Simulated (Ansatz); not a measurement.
**AlClHS radical: basis-set convergence**

An exercise on one series of results from a longer session: the logs are not shown, and one member is left open.

Program: Ansatz 0.2.0, Gaussian basis. Level of theory: one geometry, several basis sets. These are calculated values, not measurements.

Plan: PBE0-D4/def2-SVP; ωB97M-V/def2-SVP; PBE0-D4/def2-QZVPP; ωB97M-V/def2-QZVPP; CCSD(T)/cc-pV(D+d)Z; CCSD(T)/cc-pV(T+d)Z; CCSD(T)/cc-pV(Q+d)Z; the functionals' def2-TZVPP values are taken from earlier runs.

## The geometry

All runs share one geometry, relaxed beforehand with PBE0-D4 in a triple-zeta def2 set.

SMILES `[SH][Al][Cl]`, 4 atoms, charge 0, spin multiplicity 2.

Atoms are counted from 1 here; the program's logs count them from 0.

Bond lengths: S1–Al2 2.193 Å, S1–H4 1.345 Å, Al2–Cl3 2.107 Å. Angles: Al2–S1–H4 92.8°, S1–Al2–Cl3 115.5°.

Set-up of the first run:

File in.yaml:

```yaml
crystal:
  periodic: [false, false, false]
  atoms:
    - {symbol: S, position_ang: [0.439797, 0.984948, -0.744682]}
    - {symbol: Al, position_ang: [-0.394099, -0.525921, 0.609129]}
    - {symbol: Cl, position_ang: [0.226178, -2.507442, 0.250987]}
    - {symbol: H, position_ang: [-0.216377, 1.988115, -0.135634]}
basis:
  gaussian: {orbitals: def2-SVP}
magnetization: {spin_polarized: true, initial_magnetization: 1}
hamiltonian: {xc: pbe0, dispersion: d4}
output: {orbitals: {seedname: orbitals}}
```

On the command line:

```
$ ansatz run in.yaml --threads 2 --pin off --events-out ev --progress --plain --max-ram 32768MiB --backend cpu
```

Steps of the session up to this table: PBE0-D4 in def2-SVP; ωB97M-V in def2-SVP; PBE0-D4 in def2-QZVPP; ωB97M-V in def2-QZVPP.

One of the session's tables, all rows but one given; the rest of the session is left out.

It belongs to the step «Density functionals: the series». 

| functional | basis | HOMO (eV) | LUMO (eV) |
| --- | --- | --- | --- |
| PBE0-D4 | def2-SVP | -6.29 | -3.08 |
| PBE0-D4 | def2-TZVPP | -6.35 | -3.09 |
| PBE0-D4 | def2-QZVPP | -6.38 | -3.12 |
| ωB97M-V | def2-SVP | ? | ? |
| ωB97M-V | def2-TZVPP | -7.98 | -1.65 |
| ωB97M-V | def2-QZVPP | -8.04 | -1.74 |

**Question.** Estimate the row for ωB97M-V, def2-SVP.

As computed: HOMO (eV): -7.90; LUMO (eV): -1.64. In the column «HOMO (eV)» it lies between ωB97M-V, def2-TZVPP (-7.98) and PBE0-D4, def2-QZVPP (-6.38).
